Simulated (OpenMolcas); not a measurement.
# SiH (SMILES [SiH]): levels of theory compared

We compute a comparison of 6 runs (U-r2SCAN/6-311G, UB3LYP/6-311G, UM06-2X/6-311G, UPBE/6-311G, USVWN5/6-311G, ROMP2/6-311G) of SiH. 

The results are computed with OpenMolcas 26.06.

1 further run of the same task is left out (set aside as unsound or not needed).

### 1 The molecule

SiH: 2 atoms, total charge 0, spin state doublet. SMILES: `[SiH]`. The Si1–H2 distance was set to 2.298 Å, away from the relaxed value.

### 2 A single-point energy at U-r2SCAN/6-311G (run 1)

mol.input reads:

```
* HSi Kohn-Sham DFT
&GATEWAY
BasLib
$CurrDir
Coord
2
angstrom
Si       0.000000       0.000000      -0.773460
H        0.000000       0.000000       1.524140
Basis
6-311G
Group
NoSym
&SEWARD
GridInput
Grid=UltraFine
End of Grid
&SCF
UHF
Spin
2
KSDFT
2
1.0 MGGA_X_R2SCAN
1.0 MGGA_C_R2SCAN
Thresholds
1e-10 1e-07 1e-07 1e-05
PrOrbitals
1 1
```

The basis set 6-311G is read from a file made from the Basis Set Exchange's data (not shown).

The run is started by

```console
$ export MOLCAS_MEM=1860
$ pymolcas mol.input > mol.log
```

Standard output:

```text
--- Start Module: gateway ---
[...]
--- Stop Module: gateway /rc=_RC_ALL_IS_WELL_ ---
--- Start Module: seward ---
[...]
      Basis functions           24
--- Stop Module: seward /rc=_RC_ALL_IS_WELL_ ---
--- Start Module: scf ---
[...]
       Convergence after 123 Iterations
[...]
::    Total KS-DFT energy                            -289.8915537241
[...]
      Total spin, S                                     0.5249970640
[...]
      Total electronic charge=   15.000000
      Total            charge=   -0.000000
[...]
      Dipole Moment (debye):
      Origin of the operator (angstrom)=    0.0000    0.0000   -0.6936
                   X=  2.4754E-09               Y= -1.6524E-09               Z= -1.7023E+00           Total=  1.7023E+00
      Quadrupole Moment (debye*angstrom):
[...]
--- Stop Module: scf /rc=_RC_ALL_IS_WELL_ ---
[...]
```

It took 26 s on 1 thread of Intel Xeon Platinum 8488C (Sapphire Rapids), shared host; peak memory 0.37 GiB.

### 3 The energy at UB3LYP/6-311G (run 2)

mol.input reads:

```
&GATEWAY
  BasLib=$CurrDir
  Coord
  2
  angstrom
  Si       0.000000       0.000000      -0.773460
  H        0.000000       0.000000       1.524140
  Basis=6-311G
  Group=NoSym

&SEWARD
  GridInput
  Grid=UltraFine
  End of Grid

&SCF
  UHF
  Spin=2
  KSDFT=B3LYP
  Thresholds=1e-10 1e-07 1e-07 1e-05
  PrOrbitals=1 1
```

The basis set 6-311G is read from a file made from the Basis Set Exchange's data (not shown).

The run is started by

```console
$ export MOLCAS_MEM=1860
$ pymolcas mol.input > mol.log
```

Standard output:

```text
--- Start Module: gateway ---
[...]
--- Stop Module: gateway /rc=_RC_ALL_IS_WELL_ ---
--- Start Module: seward ---
[...]
      Basis functions           24
--- Stop Module: seward /rc=_RC_ALL_IS_WELL_ ---
--- Start Module: scf ---
[...]
       Convergence after  12 Iterations
[...]
::    Total KS-DFT energy                            -289.9511037620
[...]
      Total spin, S                                     0.5092394696
[...]
      Total electronic charge=   15.000000
      Total            charge=   -0.000000
[...]
      Dipole Moment (debye):
      Origin of the operator (angstrom)=    0.0000    0.0000   -0.6936
                   X= -1.6324E-15               Y=  9.7016E-16               Z= -1.9512E+00           Total=  1.9512E+00
      Quadrupole Moment (debye*angstrom):
[...]
--- Stop Module: scf /rc=_RC_ALL_IS_WELL_ ---
[...]
```

Run time: 3.6 s. Hardware: 1 thread of Intel Xeon Platinum 8488C (Sapphire Rapids), shared host; peak memory 0.37 GiB.

Run 3 isn't shown in full; the table further down has it.

### 4 The energy at UPBE/6-311G (run 4)

mol.input reads:

```
&GATEWAY
  BasLib
  $CurrDir
  Coord
  2
  angstrom
  Si       0.000000       0.000000      -0.773460
  H        0.000000       0.000000       1.524140
  Basis
  6-311G
  Group
  NoSym

&SEWARD
  GridInput
  Grid=UltraFine
  End of Grid

&SCF
  UHF
  Spin
  2
  KSDFT
  PBE
  Thresholds
  1e-10 1e-07 1e-07 1e-05
  PrOrbitals
  1 1
```

The basis set 6-311G is read from a file made from the Basis Set Exchange's data (not shown).

The run is started by

```console
$ export MOLCAS_MEM=1860
$ pymolcas mol.input > mol.log
```

Standard output:

```text
--- Start Module: gateway ---
[...]
--- Stop Module: gateway /rc=_RC_ALL_IS_WELL_ ---
--- Start Module: seward ---
[...]
      Basis functions           24
--- Stop Module: seward /rc=_RC_ALL_IS_WELL_ ---
--- Start Module: scf ---
[...]
       Convergence after  15 Iterations
[...]
::    Total KS-DFT energy                            -289.7793921755
[...]
      Total spin, S                                     0.5062590322
[...]
      Total electronic charge=   15.000000
      Total            charge=   -0.000000
[...]
      Dipole Moment (debye):
      Origin of the operator (angstrom)=    0.0000    0.0000   -0.6936
                   X=  1.6962E-15               Y= -1.4474E-15               Z= -1.7039E+00           Total=  1.7039E+00
      Quadrupole Moment (debye*angstrom):
[...]
--- Stop Module: scf /rc=_RC_ALL_IS_WELL_ ---
[...]
```

Run time: 3.6 s. Hardware: 1 thread of Intel Xeon Platinum 8488C (Sapphire Rapids), shared host; peak memory 0.37 GiB.

Run 5 isn't shown in full; the table further down has it.

### 5 The energy at ROMP2/6-311G (run 6)

mol.inp reads:

```
>>> EXPORT MOLCAS_PRINT=2
&GATEWAY
BasLib=$CurrDir
Coord
2
angstrom
Si       0.000000       0.000000      -0.773460
H        0.000000       0.000000       1.524140
Basis=6-311G
Group=NoSym
&SEWARD
&SCF
UHF
Spin=2
Thresholds=1e-10 1e-07 1e-07 1e-05
PrOrbitals=1 1
&RASSCF
FileOrb=$Project.UnaOrb
Spin=2
Nactel=1 0 0
Inactive=7
Ras2=1
OutOrbitals=Canonical
OrbListing=Nothing
&CASPT2
IPEA=0.0
Frozen=5
```

The basis set 6-311G is read from a file made from the Basis Set Exchange's data (not shown).

The run is started by

```console
$ export MOLCAS_MEM=1860
$ pymolcas mol.inp > mol.log
```

Standard output:

```text
--- Start Module: gateway ---
[...]
--- Stop Module: gateway /rc=_RC_ALL_IS_WELL_ ---
[...]
      Basis functions           24
[...]
       Convergence after  30 Iterations
[...]
::    Total SCF energy                               -289.3641890597
[...]
      Total spin, S                                     0.7281732747
[...]
--- Start Module: rasscf ---
[...]
      Number of active orbitals                  1
[...]
      Spin quantum number                      0.5
[...]
      Active orbitals                            1
[...]
      Number of CSFs                             1
[...]
      Number of root(s) required                 1
[...]
      Convergence after 10 iterations
[...]
      printout of CI-coefficients larger than  0.05 for root  1
      energy=    -289.351228
      conf/sym  1     Coeff  Weight
             1  u   1.00000 1.00000
      Natural orbitals and occupation numbers for root  1
      sym 1:   1.000000
      ************************************************************************************************************************
      *                                                    Final results                                                     *
[...]
::    RASSCF root number  1 Total energy:   -289.35122795
[...]
      Total electronic charge=   15.000000
      Total            charge=   -0.000000
[...]
      Dipole Moment (debye):
      Origin of the operator (angstrom)=    0.0000    0.0000   -0.6936
                   X=  1.0023E-07               Y= -5.9760E-08               Z= -2.4687E+00           Total=  2.4687E+00
      Quadrupole Moment (debye*angstrom):
[...]
--- Stop Module: rasscf /rc=_RC_ALL_IS_WELL_ ---
--- Start Module: caspt2 ---
[...]
 ###    WARNING: User changed nr of frozen orbitals.                         ###
 ###############################################################################
[...]
      E2 (Variational):          -0.0419683311
      Total energy:            -289.3931962814
[...]
      Reference weight:           0.96513
[...]
::    CASPT2 Root  1     Total energy:   -289.39319628
[...]
--- Stop Module: caspt2 /rc=_RC_ALL_IS_WELL_ ---
[...]
```

It took 2.6 s on 1 thread of Intel Xeon Platinum 8488C (Sapphire Rapids), shared host; peak memory 0.37 GiB.

### 6 All runs side by side

```tsv
run	level	integration grid	frozen core orbitals	energy (Eh)	dipole moment (D)	HOMO energy (eV)	LUMO energy (eV)	wall time
1	U-r2SCAN/6-311G	UltraFine	–	-289.891554	1.70	-5.19	-4.56	26 s
2	UB3LYP/6-311G	UltraFine	–	-289.951104	1.95	-5.65	-3.92	3.6 s
3	UM06-2X/6-311G	UltraFine	–	-289.897095	2.00	-6.65	-2.83	17 s
4	UPBE/6-311G	UltraFine	–	-289.779392	1.70	-4.86	-4.68	3.6 s
5	USVWN5/6-311G	UltraFine	–	-288.759099	1.58	-4.83	-4.78	3.3 s
6	ROMP2/6-311G	–	5	-289.393196	–	–	–	2.6 s
```

### 7 What came out

```
           quantity          value
run 6: total energy  -289.39320 Eh
```

**Reading.** Over runs 1, 2, 3, 4, 5 the dipole moment (its size) runs from 1.58 D (USVWN5/6-311G) to 2.00 D (UM06-2X/6-311G). Totals of different functionals can't be ranked against each other. All runs together took 55 s, the longest 26 s.
